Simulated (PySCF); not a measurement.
A structure optimised at B3LYP-D3(BJ)/def2-TZVP, used in a PySCF frequency run:

```xyz
10

C      0.0201    -0.2223     1.2121
N     -0.1470     0.5620     0.0000
C      0.0201    -0.2223    -1.2121
H      0.9791    -0.7643     1.2649
H     -0.7797    -0.9641     1.2772
H     -0.0569     0.4263     2.0857
H      0.5033     1.3376     0.0000
H      0.9791    -0.7643    -1.2649
H     -0.0569     0.4263    -2.0857
H     -0.7797    -0.9641    -1.2772
```
Charge 0, spin multiplicity 1.

Problem. Write its SMILES, formula and point group.

Solution. CNC, C2H7N, Cs

Problem. What are its rotational constants (standard atomic weights)?

Solution. 34.817, 9.3165, 8.2274 GHz
